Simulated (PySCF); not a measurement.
**C₂HFN₂S: NMR shifts, electronic excitations and K edges in gas and solvents**

Aim: compute the NMR shifts, electronic excitations and K edges of C₂HFN₂S (`Fc1ncns1`), and see what a dielectric continuum does where one was used.

Programs: PySCF 2.14.0, with density-fitted response routines of our own. Each step states its level of theory. These are calculated values for one molecule, in the gas phase or a continuum, unless marked as measured. Atoms count from 0, in the outputs and in this text.

## Step 1: The molecule as given

7 atoms, charge 0, multiplicity 1; geometry from: GFN2-xTB.

Bonds of the start (Å): F0–C1 1.31, C1–N2 1.29, N2–C3 1.35, C3–N4 1.30, N4–S5 1.63, S5–C1 1.75, C3–H6 1.07.

## Step 2: Optimising the geometry at PBE0-D3(BJ)/def2-SVP

The job: settings as JSON, then the geometry in Å.

```
{"job": {"xc": "PBE0", "basis": "def2-SVP", "d3": "d3bj", "grid": 1, "kind": "geom"}, "charge": 0, "multiplicity": 1}
F      2.275867    -0.264905    -0.536466
C      1.044071    -0.039854    -0.153739
N      0.097335    -0.909443    -0.180061
C     -1.025109    -0.326651     0.285143
N     -0.977077     0.918255     0.656061
S      0.527407     1.514345     0.455750
H     -1.939162    -0.886843     0.345826
```

The run is started by

```bash
$ OMP_NUM_THREADS=1 python probes_run.py task.json out
```

The driver reads the jobs from task.json and runs them one after another.

Standard output:

```text
step   0  E = -683.54708169  max force = 0.023218
step   1  E = -683.54866660  max force = 0.004240
step   2  E = -683.54868804  max force = 0.000918
step   3  E = -683.54869018  max force = 0.000451
step   4  E = -683.54869235  max force = 0.000172
optimisation converged
```

Run time: 12 s. Hardware: 1 thread, shared host.

Along the way:

| step | energy from step 0 (eV) | largest force component (eV/Å) |
| --- | --- | --- |
| 0 | 0.0000 | 1.1939 |
| 1 | -0.0431 | 0.2180 |
| 2 | -0.0437 | 0.0472 |
| 3 | -0.0438 | 0.0232 |
| 4 | -0.0438 | 0.0088 |

Distances of close pairs at the start and the end, largest changes first:

| bond | before (Å) | after (Å) | change (Å) |
| --- | --- | --- | --- |
| N4–S5 | 1.631 | 1.665 | +0.035 |
| C3–H6 | 1.074 | 1.093 | +0.020 |
| C1–S5 | 1.748 | 1.730 | -0.018 |
| N2–C3 | 1.348 | 1.363 | +0.015 |
| C3–N4 | 1.300 | 1.307 | +0.007 |
| F0–C1 | 1.309 | 1.303 | -0.006 |
| C1–N2 | 1.286 | 1.286 | +0.000 |

The next job starts from the end point, and lists it.

| at the end point | value |
| --- | --- |
| point group (found at 0.08 Å tolerance) | Cs |
| rotational constants (GHz, main isotopes) | 5.845, 3.406, 2.152 |
| dipole moment (D) | 0.64 |

## Step 3: NMR shieldings: PBE0/pcSseg-1 in benzene

The job: settings as JSON, then the geometry in Å.

```
{"job": {"kind": "nmr", "xc": "PBE0", "basis": "pcSseg-1", "solvent": "benzene", "pop": true}, "charge": 0, "multiplicity": 1}
F      2.418391    -0.267400    -0.455298
C      1.189880    -0.039868    -0.084465
N      0.253222    -0.920924    -0.108714
C     -0.884278    -0.324861     0.347965
N     -0.871624     0.930372     0.710401
S      0.675442     1.507102     0.493761
H     -1.813890    -0.896774     0.412332
```

Level: GIAO PBE0/pcSseg-1 NMR shielding, non-relativistic, IEF-PCM benzene.

Standard output:

```text
coarse grid: 7632 points
cycle   1  E = -683.7310333633  dE =  1.293e+00  |g| = 5.801e-01  |ddm| = 2.770e+00
cycle   2  E = -683.6104592289  dE =  1.206e-01  |g| = 9.752e-01  |ddm| = 9.347e-01
cycle   3  E = -683.7962926089  dE = -1.858e-01  |g| = 1.029e-01  |ddm| = 6.391e-01
cycle   4  E = -683.7978386690  dE = -1.546e-03  |g| = 6.304e-02  |ddm| = 1.178e-01
cycle   5  E = -683.7986382101  dE = -7.995e-04  |g| = 1.173e-02  |ddm| = 4.570e-02
cycle   6  E = -683.7986606214  dE = -2.241e-05  |g| = 6.287e-03  |ddm| = 1.204e-02
cycle   7  E = -683.7986690369  dE = -8.415e-06  |g| = 1.020e-03  |ddm| = 4.753e-03
final grid: 73128 points
cycle   8  E = -683.8395140373  dE = -1.929e-05  |g| = 6.927e-03  |ddm| = 1.850e-02
cycle   9  E = -683.8394988737  dE =  1.516e-05  |g| = 1.049e-02  |ddm| = 1.483e-02
cycle  10  E = -683.8395252289  dE = -2.636e-05  |g| = 8.799e-04  |ddm| = 9.491e-03
cycle  11  E = -683.8395253790  dE = -1.501e-07  |g| = 3.049e-04  |ddm| = 7.960e-04
cycle  12  E = -683.8395253986  dE = -1.965e-08  |g| = 4.911e-05  |ddm| = 2.446e-04
cycle  13  E = -683.8395253990  dE = -4.035e-10  |g| = 2.073e-05  |ddm| = 4.840e-05
converged SCF energy = -683.8395253990

GIAO shielding tensors (ppm)
atom      isotropic    diamagn.    paramagn.     s11        s22        s33       span
  0 F      249.712     470.293    -220.581     74.194    271.308    403.634    329.440
  1 C      -13.976     255.829    -269.805    -93.405     18.334     33.142    126.547
  2 N      -33.781     331.344    -365.125   -242.239    -44.295    185.192    427.431
  3 C       20.361     251.725    -231.364    -59.011     25.928     94.166    153.177
  4 N      -49.535     328.557    -378.091   -232.924    -65.446    149.766    382.691
  5 S      148.139    1055.350    -907.211    -40.280    212.317    272.380    312.661
  6 H       23.040      28.145      -5.104     19.065     23.260     26.797      7.732
```

Run time: 6.3 s. Hardware: 1 thread, shared host.

Shifts follow as δ = σ(reference) − σ, with reference shieldings (ppm) from runs at the same level and on the same kind of geometry: ¹H TMS 31.25, ¹³C TMS 184.9, ¹⁹F CFCl3 178.7, ¹⁵N NH3 267.0, ³³S CS2 496. The references are single molecules in the same continuum, so shifts against H2O, NH3, PH3, H3PO4 or CFCl3 are not on the usual liquid scales and can be off by tens of ppm.

| atoms | environment | σ (ppm) | δ (ppm) |
| --- | --- | --- | --- |
| C1 | aromatic carbon bearing fluorine | -14.0 | 198.9 |
| C3 | aromatic CH between two ring heteroatoms | 20.4 | 164.5 |
| H6 | hydrogen on an aromatic CH between two ring heteroatoms | 23.04 | 8.21 |
| F0 | aryl fluorine | 249.7 | -71.0 |
| N4 | pyridine-type nitrogen of an azole | -49.5 | 316.6 |
| N2 | pyridine-type nitrogen of an azole | -33.8 | 300.8 |
| S5 | aromatic ring sulfur | 148 | 347 |

The run also stored atomic charges by several schemes (e):

| atoms | Mulliken | IAO | Hirshfeld | ESP fit |
| --- | --- | --- | --- | --- |
| F0 | -0.20 | -0.21 | -0.04 | -0.15 |
| C1 | 0.32 | 0.28 | 0.13 | 0.51 |
| N2 | -0.41 | -0.34 | -0.20 | -0.58 |
| C3 | 0.27 | 0.09 | 0.06 | 0.45 |
| N4 | -0.50 | -0.46 | -0.21 | -0.49 |
| S5 | 0.37 | 0.46 | 0.18 | 0.17 |

Mayer bond orders: F0–C1 1.03, C1–N2 1.61, N2–C3 1.27, C3–N4 1.63, N4–S5 1.13, S5–C1 1.18.

Ring of atoms C1, N2, C3, N4, S5: NICS(0) -12.1, NICS(1) -10.5, NICS(1)zz -25.2 ppm (means of both faces).

## Step 4: Excited states and response: B3LYP/def2-SVPD

Same as in step 3 but for these lines:

```diff
@@ -1,2 +1,2 @@
-{"job": {"kind": "nmr", "xc": "PBE0", "basis": "pcSseg-1", "solvent": "benzene", "pop": true}, "charge": 0, "multiplicity": 1}
+{"job": {"kind": "uv", "xc": "B3LYP", "basis": "def2-SVPD", "dynamic": true, "nstates": 6, "ntriplets": 0}, "charge": 0, "multiplicity": 1}
 F      2.418391    -0.267400    -0.455298
```

Method: TDDFT B3LYP/def2-SVPD, vertical, gas phase, core orbitals frozen in the response.

Standard output:

```text
coarse grid: 7632 points
cycle   1  E = -683.8735336113  dE =  1.222e+00  |g| = 5.875e-01  |ddm| = 4.214e+00
cycle   2  E = -683.6722593316  dE =  2.013e-01  |g| = 1.136e+00  |ddm| = 2.343e+00
cycle   3  E = -683.9411146417  dE = -2.689e-01  |g| = 1.470e-01  |ddm| = 1.679e+00
cycle   4  E = -683.9451081646  dE = -3.994e-03  |g| = 6.923e-02  |ddm| = 2.217e-01
cycle   5  E = -683.9460693111  dE = -9.611e-04  |g| = 1.788e-02  |ddm| = 7.984e-02
cycle   6  E = -683.9461312424  dE = -6.193e-05  |g| = 8.513e-03  |ddm| = 3.373e-02
cycle   7  E = -683.9461477554  dE = -1.651e-05  |g| = 1.290e-03  |ddm| = 1.067e-02
cycle   8  E = -683.9461481037  dE = -3.483e-07  |g| = 3.981e-04  |ddm| = 2.147e-03
final grid: 73128 points
cycle   9  E = -684.0204319735  dE = -1.940e-05  |g| = 4.255e-03  |ddm| = 4.954e-02
cycle  10  E = -684.0204235431  dE =  8.430e-06  |g| = 7.644e-03  |ddm| = 1.372e-02
cycle  11  E = -684.0204354373  dE = -1.189e-05  |g| = 7.081e-04  |ddm| = 1.015e-02
cycle  12  E = -684.0204355570  dE = -1.197e-07  |g| = 2.584e-04  |ddm| = 1.342e-03
cycle  13  E = -684.0204355698  dE = -1.279e-08  |g| = 7.571e-05  |ddm| = 3.151e-04
cycle  14  E = -684.0204355706  dE = -8.084e-10  |g| = 4.828e-05  |ddm| = 1.382e-04
cycle  15  E = -684.0204355712  dE = -5.691e-10  |g| = 8.390e-06  |ddm| = 6.415e-05
converged SCF energy = -684.0204355712

Static polarisability (au): isotropic 52.179, principal 34.742 57.578 64.216

Singlet excitations
state   eV       nm        f      main configurations
  1   5.4442    227.7   0.00139   H-1->L 0.99
  2   5.8474    212.0   0.00032   H->L+1 0.97
  3   5.9674    207.8   0.08267   H->L 0.88
  4   6.3573    195.0   0.00206   H-3->L 0.98
  5   6.5326    189.8   0.00774   H-1->L+1 0.92
  6   6.5981    187.9   0.03464   H-2->L 0.80
```

Wall time 10 s (1 thread, shared host).

Frontier orbitals and where they lie:

| orbital | eV | atoms |
| --- | --- | --- |
| HOMO−3 | -9.46 | N2 27 %, N4 26 %, S5 17 % |
| HOMO−2 | -9.12 | N2 33 %, S5 23 %, N4 21 % |
| HOMO−1 | -8.65 | N4 40 %, N2 38 %, S5 9 % |
| HOMO | -8.14 | S5 33 %, N4 21 %, C3 19 % |
| LUMO | -1.77 | S5 23 %, C1 23 %, N4 20 % |
| LUMO+1 | -0.93 | S5 64 %, N4 15 %, C1 9 % |
| LUMO+2 | 0.13 | N2 30 %, C3 23 %, N4 16 % |

With each of the 6 states as a Gaussian band of 0.4 eV half-width at 1/e, the curve within the window shown has maxima at 207 nm (ε 3,600) L/(mol cm). Beyond the last state computed it falls off for lack of states. The curve at chosen wavelengths:

| nm | ε (L/mol/cm) |
| --- | --- |
| 180 | 963 |
| 183 | 1416 |
| 186 | 1818 |
| 189 | 2118 |
| 192 | 2348 |
| 195 | 2589 |
| 198 | 2892 |
| 201 | 3227 |
| 204 | 3495 |
| 207 | 3585 |
| 210 | 3435 |
| 213 | 3063 |
| 216 | 2545 |
| 220 | 1794 |
| 223 | 1289 |
| 226 | 880 |
| 229 | 577 |
| 232 | 366 |
| 235 | 227 |
| 238 | 139 |
| 241 | 85 |
| 244 | 52 |
| 247 | 32 |
| 250 | 20 |
| 253 | 12 |
| 256 | 7 |

Further results of this job:

| property | computed |
| --- | --- |
| dipole moment (D) | 0.58 |
| polarisability (Å³) | 7.73 |
| HOMO–LUMO gap (eV) | 6.37 |
| −ε(HOMO) (eV) | 8.14 |
| C6 with itself (au) | 1149 |

## Step 5: TDDFT and polarisability: B3LYP/def2-SVPD in benzene

Same as in step 4 but for these lines:

```diff
@@ -1,2 +1,2 @@
-{"job": {"kind": "uv", "xc": "B3LYP", "basis": "def2-SVPD", "dynamic": true, "nstates": 6, "ntriplets": 0}, "charge": 0, "multiplicity": 1}
+{"job": {"kind": "uv", "xc": "B3LYP", "basis": "def2-SVPD", "solvent": "benzene", "nstates": 6, "ntriplets": 0}, "charge": 0, "multiplicity": 1}
 F      2.418391    -0.267400    -0.455298
```

With the program's defaults for keys left out, this is: TDDFT B3LYP/def2-SVPD, vertical, IEF-PCM benzene (non-equilibrium linear response), core orbitals frozen in the response.

Standard output:

```text
coarse grid: 7632 points
cycle   1  E = -683.8792645623  dE =  1.217e+00  |g| = 5.765e-01  |ddm| = 4.213e+00
cycle   2  E = -683.7079192451  dE =  1.713e-01  |g| = 1.072e+00  |ddm| = 2.247e+00
cycle   3  E = -683.9455316748  dE = -2.376e-01  |g| = 1.206e-01  |ddm| = 1.560e+00
cycle   4  E = -683.9479631157  dE = -2.431e-03  |g| = 6.529e-02  |ddm| = 1.896e-01
cycle   5  E = -683.9488302896  dE = -8.672e-04  |g| = 1.445e-02  |ddm| = 7.467e-02
cycle   6  E = -683.9488683665  dE = -3.808e-05  |g| = 7.240e-03  |ddm| = 2.751e-02
cycle   7  E = -683.9488799353  dE = -1.157e-05  |g| = 1.145e-03  |ddm| = 9.248e-03
cycle   8  E = -683.9488802030  dE = -2.677e-07  |g| = 3.433e-04  |ddm| = 1.916e-03
final grid: 73128 points
cycle   9  E = -684.0231552285  dE = -1.959e-05  |g| = 4.158e-03  |ddm| = 4.946e-02
cycle  10  E = -684.0231479109  dE =  7.318e-06  |g| = 7.285e-03  |ddm| = 1.328e-02
cycle  11  E = -684.0231585851  dE = -1.067e-05  |g| = 5.124e-04  |ddm| = 9.531e-03
cycle  12  E = -684.0231586389  dE = -5.387e-08  |g| = 2.442e-04  |ddm| = 1.074e-03
cycle  13  E = -684.0231586509  dE = -1.203e-08  |g| = 4.871e-05  |ddm| = 3.100e-04
cycle  14  E = -684.0231586512  dE = -2.497e-10  |g| = 3.419e-05  |ddm| = 9.146e-05
cycle  15  E = -684.0231586515  dE = -2.807e-10  |g| = 7.816e-06  |ddm| = 4.778e-05
converged SCF energy = -684.0231586515

Static polarisability (au): isotropic 59.870, principal 38.892 66.174 74.544

Singlet excitations
state   eV       nm        f      main configurations
  1   5.5147    224.8   0.00178   H-1->L 0.99
  2   5.8642    211.4   0.00038   H->L+1 0.97
  3   5.8900    210.5   0.12371   H->L 0.90
  4   6.3929    193.9   0.00293   H-3->L 0.98
  5   6.5889    188.2   0.03856   H-2->L 0.83
  6   6.6436    186.6   0.02480   H-1->L+1 0.95
```

Run time: 8.5 s. Hardware: 1 thread, shared host.

In short: HOMO -8.06 eV, LUMO -1.70 eV; lowest singlet 5.51 eV.

## Step 6: K-edge absorption: BHandHLYP/def2-SVPD+aug-pcX-1+pcseg-1

Same as in step 5 but for these lines:

```diff
@@ -1,2 +1,2 @@
-{"job": {"kind": "uv", "xc": "B3LYP", "basis": "def2-SVPD", "solvent": "benzene", "nstates": 6, "ntriplets": 0}, "charge": 0, "multiplicity": 1}
+{"job": {"kind": "xas", "xc": "BHandHLYP", "basis": {"default": "aug-pcX-1", "H": "pcseg-1", "S": "def2-SVPD"}}, "charge": 0, "multiplicity": 1}
 F      2.418391    -0.267400    -0.455298
```

Level: core-valence-separated TDA BHandHLYP/aug-pcX-1 H:pcseg-1 S:def2-SVPD, K edges, non-relativistic, gas phase.

Standard output:

```text
coarse grid: 7632 points
cycle   1  E = -683.8762202046  dE =  1.412e+00  |g| = 6.381e-01  |ddm| = 3.897e+00
cycle   2  E = -683.8431371144  dE =  3.308e-02  |g| = 7.986e-01  |ddm| = 1.223e+00
cycle   3  E = -683.9623874999  dE = -1.193e-01  |g| = 8.770e-02  |ddm| = 7.695e-01
cycle   4  E = -683.9635860921  dE = -1.199e-03  |g| = 6.076e-02  |ddm| = 1.506e-01
cycle   5  E = -683.9643914476  dE = -8.054e-04  |g| = 1.199e-02  |ddm| = 6.934e-02
cycle   6  E = -683.9644216751  dE = -3.023e-05  |g| = 4.870e-03  |ddm| = 1.610e-02
cycle   7  E = -683.9644278954  dE = -6.220e-06  |g| = 1.889e-03  |ddm| = 7.263e-03
final grid: 73128 points
cycle   8  E = -684.0158265138  dE = -5.607e-05  |g| = 2.290e-03  |ddm| = 2.447e-02
cycle   9  E = -684.0158263959  dE =  1.180e-07  |g| = 2.045e-03  |ddm| = 4.379e-03
cycle  10  E = -684.0158272540  dE = -8.581e-07  |g| = 6.186e-04  |ddm| = 2.562e-03
cycle  11  E = -684.0158273322  dE = -7.830e-08  |g| = 2.232e-04  |ddm| = 7.315e-04
cycle  12  E = -684.0158273432  dE = -1.096e-08  |g| = 5.169e-05  |ddm| = 2.330e-04
cycle  13  E = -684.0158273441  dE = -8.894e-10  |g| = 2.178e-05  |ddm| = 9.967e-05
converged SCF energy = -684.0158273441

C K edge
   eV          f      from atoms
  284.031   0.06771   C3
  285.664   0.08046   C1
  287.633   0.00688   C3
  287.760   0.01131   C3
  288.293   0.02001   C3
  288.946   0.04054   C1
  289.134   0.00074   C3
  289.820   0.00553   C3
  289.876   0.02326   C1
  289.932   0.00171   C3
  290.223   0.00010   C3
  290.772   0.00113   C3

N K edge
   eV          f      from atoms
  397.188   0.05318   N4
  397.509   0.05283   N2
  398.821   0.04577   N4
  399.800   0.00918   N2
  400.902   0.00852   N2
  401.632   0.00041   N2
  401.835   0.00102   N4
  402.069   0.00647   N4
  402.331   0.00236   N2
  402.460   0.00119   N4
  402.862   0.00311   N4
  403.002   0.00074   N2

F K edge
   eV          f      from atoms
  686.043   0.01153   F0
  686.917   0.02593   F0
  688.159   0.00671   F0
  688.950   0.01300   F0
  689.355   0.00203   F0
  689.900   0.00443   F0
  690.029   0.00165   F0
  690.033   0.00083   F0
```

Run time: 10 s. Hardware: 1 thread, shared host.

## Step 7: Comparing the runs: electronic excitations

Excitations and ground-state properties, with basis size and wall time:

| run | lowest singlet (eV) | brightest (eV) | f | gap (eV) | α (Å³) | μ (D) | functions | time |
| --- | --- | --- | --- | --- | --- | --- | --- | --- |
| B3LYP/def2-SVPD | 5.44 | 5.97 | 0.083 | 6.37 | 7.73 | 0.58 | 138 | 10 s |
| B3LYP/def2-SVPD in benzene | 5.51 | 5.89 | 0.124 | 6.36 | 8.87 | 0.68 | 138 | 8.5 s |

## Step 8: What came out

| quantity | value |
| --- | --- |
| point group | Cs |
| rotational constants (main isotopes) | 5.84, 3.41, 2.15 GHz |
| ¹³C shifts against TMS (PBE0/pcSseg-1, benzene) | 198.9, 164.5 ppm |
| ¹H shifts against TMS (PBE0/pcSseg-1, benzene) | 8.21 ppm |
| ¹⁹F shifts against CFCl3 (PBE0/pcSseg-1, benzene) | -71.0 ppm |
| ¹⁵N shifts against NH3 (PBE0/pcSseg-1, benzene) | 316.6, 300.8 ppm |
| ³³S shifts against CS2 (PBE0/pcSseg-1, benzene) | 347 ppm |
| lowest singlet (B3LYP/def2-SVPD) | 5.44 eV (228 nm), f = 0.001 |
| brightest single state of those computed | state 3, 5.97 eV, f = 0.083 |
| C K edge | first line 284.03 eV, strongest 285.66 eV (f = 0.080) |
| N K edge | first line 397.19 eV, strongest 397.19 eV (f = 0.053) |
| F K edge | first line 686.04 eV, strongest 686.92 eV (f = 0.026) |
| range of the lowest singlet | 5.44 to 5.51 eV |

What this shows: Over 4 steps the energy fell by 0.044 eV; of the close pairs, N4–S5 changed most, 1.631 to 1.665 Å. At PBE0/pcSseg-1: The largest span, 427 ppm, is at N2, where the paramagnetic term is -365 ppm. NICS(1)zz of -25 ppm above the planar ring from C1 marks a diatropic (aromatic) ring current. The lowest singlet, at 5.44 eV, is HOMO−1→LUMO 0.99 and is weak; of the 6 states computed, the strongest absorption comes from state 3 at 5.97 eV (the last state computed is bright too, and its partners may lie past the list). At the C edge the strongest single line lifts a 1s electron of C1 into LUMO (weight 0.76), 1.6 eV above the first line. At the N edge the strongest single line lifts a 1s electron of N4 into LUMO (weight 0.77), and it is the first line. At the F edge the strongest single line lifts a 1s electron of F0 into several orbitals, led by LUMO+13 (weight 0.28), 0.9 eV above the first line. Absolute edge energies from this method are off by several eV; spacings are better. The lowest singlet runs from 5.44 eV (B3LYP/def2-SVPD) to 5.51 eV (B3LYP/def2-SVPD in benzene), while the orbital gap spans 6.36 to 6.37 eV. The lowest state need not be the same one in every run.
